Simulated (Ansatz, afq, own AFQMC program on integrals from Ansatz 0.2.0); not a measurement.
# Where AFQMC and coupled cluster stand for SiNH4, quartet

```xyz
6

Si   -0.8779    0.0000    0.0000
H    -1.3728    1.3997    0.0000
H    -1.3728   -0.6999    1.2122
H    -1.3728   -0.6999   -1.2122
H     0.8551    0.0000    0.0000
N     1.9951    0.0000    0.0000
```

Connectivity, by distances: SiH3 ··· N, 1 bridging H.

Basis cc-pVTZ. Noble-gas cores (and the filled d shells of Ga–Kr and In–Xe) are frozen. Integrals, coupled cluster, full CI and functionals: Ansatz 0.2.0; the random walks run on the same integrals in our own AFQMC program. ph-AFQMC/CISD is guided by a CISD state made of CCSD amplitudes; releasing the constraint for a short imaginary time cuts its bias at the price of noise, slowly where states lie close. Uncertainties: one standard error, sampling alone.

Determinant: UHF, the one that the program's search chose, which needn't be the lowest solution. The geometry is a point of a scan.

No full CI on the walks' own integrals is used here. The released AFQMC energy serves as the reference, which it does only where one determinant dominates, the energy is flat over the last release times and near the phaseless one (40 meV or 2 meV an electron, half that with transition metals). On small molecules, where full CI could be run and the noise was under 10 meV, such values lay within 10 meV of it in 19 cases of 20, a flattering rate, since the rule was set on those same cases; what remains of the bias isn't in the error bar.

Cautions: lower spins were not checked; the released value is read at 2.40 1/Eh with a noise of 10 meV, more than in the cases checked (meV from the phaseless value at times in 1/Eh: 11 ± 10 at 0.24, -5 ± 7 at 0.51, -7 ± 8 at 0.99, -8 ± 5 at 1.62, -14 ± 10 at 2.40).

The T1 diagnostic is 0.0163 and the weight of the determinant in the CISD state is 0.871. The ⟨S²⟩ of the determinant is 3.788 and the size of the correlated space is 13 electrons in 114 orbitals.

```tsv
level	correlation energy (eV)
MP2	-7.1877
CCSD	-8.4375
CCSD(T)	-8.6864
```

(1) Estimate where AFQMC with the constraint released lies against CCSD(T) on the same integrals.

(1) 1.14 ± 0.24 kcal/mol below CCSD(T).

Reference: AFQMC with the constraint released, correlation energy -8.736 ± 0.010 eV.

| level | E − E(reference) (kcal/mol) | share of correlation (%) |
| --- | --- | --- |
| CCSD(T) | 1.14 ± 0.24 | 99.43 |
| ph-AFQMC/CISD | 0.32 ± 0.27 | 99.84 |

A walk keeps the symmetry of its determinant, which the program's search chose and which needn't be the lowest solution, so a lower state of the same spin and another symmetry isn't excluded. Released energies are given only where the last usable release times agree within the noise; a slower fall can still hide under it.
